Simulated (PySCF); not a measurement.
C4H9NO: calculation and literature

Numbering as in the mapped SMILES `[CH3:1][CH2:2][CH2:3][C:4]([NH2:5])=[O:6]`; H(Xn) means a hydrogen on atom n. Ha(N5) is cis to the C=O or C=S heteroatom; Hb(N5) is trans to the C=O or C=S heteroatom.

- structure optimised with GFN2-xTB
- σ from GIAO-PBE0/pcSseg-1
- program: PySCF 2.14.0 with density-fitted response routines
- non-relativistic Hamiltonian, in vacuum, single conformer, averaged over atoms made equivalent by symmetry, fast rotation or ring inversion

Reference values: measured (solution, not stated per compound (mostly CDCl3 or CCl4); Pretsch, Buehlmann, Badertscher, Structure Determination of Organic Compounds, 4th ed. (2009)).
```tsv
atoms	quantity	reference	computed	computed, scaled
H(C3)	δ ¹H	2.19	1.95	1.93
H(C2)	δ ¹H	1.68	1.67	1.67
H(C1)	δ ¹H	0.99	0.97	1.00
```

Computed shifts are σ(ref) − σ with the named reference compound (TMS for H and C) calculated as an isolated molecule at the same level. The measured values may be among those fitted. Scaled to experiment by linear calibration (H and C: mostly CDCl3 data, vs TMS): ¹H (scatter 0.17 ppm rms, 0.18 ppm with the 4 outliers that the fit left out). A few per cent of atoms miss by over 2 rms, more outside the fitted compound classes. Hydrogens on heteroatoms aren't scaled, only referred to computed TMS.

Question: How far are the unscaled ¹H shifts from the references?

Answer: Mean signed difference -0.09 ppm, mean absolute 0.09 ppm over 3 comparisons; the largest is -0.24 ppm at H(C3) (hydrogen on an sp3 CH2 α to a carbonyl).
